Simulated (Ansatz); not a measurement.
Results of LDA in Ansatz (PAW) for litharge SnO.

Settings: plane-wave cutoff 520 eV, 10×10×8 k mesh (along the axes of the cell as run), Fermi–Dirac smearing 0.01 eV, scalar-relativistic PAW data made under PBE.

Cell (measured lattice):

Space group P4/nmm, origin choice 1 (No. 129); a = 3.8010 Å, b = 3.8010 Å, c = 4.8350 Å, α = 90.00°, β = 90.00°, γ = 90.00°

```csv
atom,site,symmetry,x,y,z
Sn,2c,4mm,0.0000,0.5000,0.2369
O,2a,-4m2,0.0000,0.0000,0.0000
```

Question: What does this level give for the band gap, smallest direct gap on the k points sampled and Γ–Γ gap?

Answer: 
* **band gap**: 0.13 eV
* **smallest direct gap on the k points sampled**: 2.01 eV
* **Γ–Γ gap**: 2.12 eV

Note: cell and atoms aren't relaxed at this level (largest force component 0.11 eV/Å, pressure -2.4 GPa).

Spin–orbit coupling is not included.

The computed numbers hold no vibrational or temperature effects.

Cost on a shared machine: very roughly 30 core-seconds.

Ansatz is a first-principles code.
